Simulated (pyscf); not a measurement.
Thermochemistry of product channels of O=W(OH)(F)(F)–F (SMILES [O]=[W]([OH])([F])([F])[F]) + H• (SMILES [H]) on the doublet surface, in kcal/mol, from ωB97M-D3(BJ)/def2-TZVP energies (ideal gas, 1 atm, RRHO with modes under 100 cm⁻¹ raised to 100, one conformer, R ln 2 for rigid chiral ones). Optimised with ωB97X-D3(BJ)/def2-SVP in PySCF.

| products | ΔE | ΔH(298 K) | ΔG(600 K) | ΔG(1200 K) |
|---|---|---|---|---|
| O=WH(OH)(F)–F (SMILES [O]=[WH]([OH])([F])[F]) + F• (SMILES [F]) | ___ | +57.0 | +54.8 | +53.7 |
| O=W(F)–F (SMILES [O]=[W]([F])[F]) [singlet] + H₂O (SMILES O) + F• (SMILES [F]) | +93.3 | +97.1 | +73.2 | ___ |
| [O–WH(=O)(F)–F]• (SMILES [O][WH](=[O])([F])[F]) + HF (SMILES F) | +42.5 | +44.6 | +39.1 | +35.4 |
| HO–W(F)(F)–F (SMILES [OH][W]([F])([F])[F]) [singlet] + OH• (SMILES [OH]) | +49.9 | +53.1 | +46.5 | +41.5 |
| H₂O (SMILES O) + [O=W(F)(F)–F]• (SMILES [O]=[W]([F])([F])[F]) | -18.1 | -13.5 | -21.3 | -26.5 |
| [O=W(OH)(F)–F]• (SMILES [O]=[W]([OH])([F])[F]) + HF (SMILES F) | -14.2 | -10.3 | -17.7 | ___ |

Question: Some entries are withheld; supply them.

Answer: 
- O=WH(OH)(F)–F (SMILES [O]=[WH]([OH])([F])[F]) + F• (SMILES [F]), ΔE: +53.9
- O=W(F)–F (SMILES [O]=[W]([F])[F]) [singlet] + H₂O (SMILES O) + F• (SMILES [F]), ΔG(1200 K): +52.3
- [O=W(OH)(F)–F]• (SMILES [O]=[W]([OH])([F])[F]) + HF (SMILES F), ΔG(1200 K): -23.5

These are energies of the channels, which say nothing of barriers. [O–WH(=O)(F)–F]• may be a fragile minimum: a first optimisation, from another start, lost the drawn bonds and fell apart. The other spin state of O=W(F)–F [singlet] is not in these data. A restricted singlet here is unstable towards spin polarisation, as is usual where a triplet lies low; its energy is less safe. Left out: orbital degeneracy and the spin-orbit lowering of F, OH. Open-shell species with a d-block atom are single-reference here; other states, and whether the spin sits on metal or ligand, were not checked. Elements past Kr carry the def2 core potentials, without spin-orbit coupling.
